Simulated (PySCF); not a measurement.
## Neon: a sound run and one with changed settings

Sound run: Ne [Ne], Ne⁺ [He] 2s2 2p5. Computed with PySCF 2.14 in jorge-DZP-DKH (4s2p1d, 15 functions), with scalar relativity by spin-free X2C-1e. In the sound run the correlated levels freeze 1s2. The sound run starts from symmetry-adapted Hartree-Fock orbitals and uses a fine grid where one is needed.

Changed run: a valence shell is frozen. This setting is unsound on purpose.

```csv
species,method,sound run (hartree),changed run (hartree),converged
Ne,MP2,-128.83331,-128.78878,yes
Ne,CCSD(T),-128.83875,-128.79315,yes
Ne⁺,MP2,-128.05359,-128.00887,yes
Ne⁺,CCSD(T),-128.06491,-128.01508,yes
```

Ionisation energy of Ne:

```tsv
method	sound run (eV)	changed run (eV)
UHF	19.750	19.750
MP2	21.217	21.222
SCS-MP2	21.085	21.137
CCSD	21.033	21.144
CCSD(T)	21.057	21.173
```

Freezing a valence shell removes pair correlation that changes on ionisation.

For comparison, NIST gives 21.565 eV between the lowest levels.
